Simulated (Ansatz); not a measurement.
**CH2BN (SMILES BC#N): methods side by side**

CH2BN has 5 atoms, charge 0, and is taken as a singlet. As SMILES, `BC#N`. Geometry: relaxed at PBE0-D4/def2-TZVP.

```xyz
5

B    -0.2192    0.4413   -0.3419
C     0.3527   -0.6967    0.4907
N     0.7865   -1.5596    1.1222
H    -0.7443    0.1874   -1.3776
H    -0.1259    1.5540    0.0653
```

Each level gives the energy change with the B1–C2 bond stretched from 1.522 to 3.043 Å (eV). The values are calculated.

```json
{"level": "HF/STO-3G (restricted)", "kind": "Hartree–Fock", "program": "Ansatz", "value (eV)": "8.37", "CPU time (all runs)": "0.16 s"}
{"level": "SVWN5/STO-3G (restricted)", "kind": "LDA", "program": "Ansatz", "value (eV)": "6.58", "CPU time (all runs)": "1.1 s"}
{"level": "PBE/STO-3G (restricted)", "kind": "GGA", "program": "Ansatz", "value (eV)": "6.18", "CPU time (all runs)": "1.8 s"}
{"level": "r2SCAN/STO-3G (restricted)", "kind": "meta-GGA", "program": "Ansatz", "value (eV)": "6.49", "CPU time (all runs)": "4.2 s"}
{"level": "PBE0/STO-3G (restricted)", "kind": "global hybrid", "program": "Ansatz", "value (eV)": "6.93", "CPU time (all runs)": "1.7 s"}
{"level": "wB97X/STO-3G (restricted)", "kind": "range-separated hybrid", "program": "Ansatz", "value (eV)": "7.34", "CPU time (all runs)": "7.5 s"}
{"level": "B2PLYP/STO-3G (restricted)", "kind": "double hybrid", "program": "Ansatz", "value (eV)": "6.71", "CPU time (all runs)": "2.4 s"}
{"level": "RPA@PBE/STO-3G (restricted)", "kind": "RPA", "program": "Ansatz", "value (eV)": "5.82", "CPU time (all runs)": "2.7 s"}
{"level": "MP2/STO-3G (restricted)", "kind": "perturbation theory", "program": "Ansatz", "value (eV)": "7.15", "CPU time (all runs)": "0.19 s"}
{"level": "CCSD(T)/STO-3G (restricted)", "kind": "coupled cluster or CI", "program": "Ansatz", "value (eV)": "5.57", "CPU time (all runs)": "0.3 s"}
```

The first shape isn't each level's own minimum. The values span 5.57 to 8.37 eV. The coupled-cluster rows rest on a doubtful reference here (large T1 or Brueckner and Hartree–Fock orbitals at odds), and rows may lie in different states. All rows use very small basis sets, so even the best lies far from the true value. Times are those of the runs behind each value, whatever else they computed, on shared processors of several kinds: orders of magnitude only.
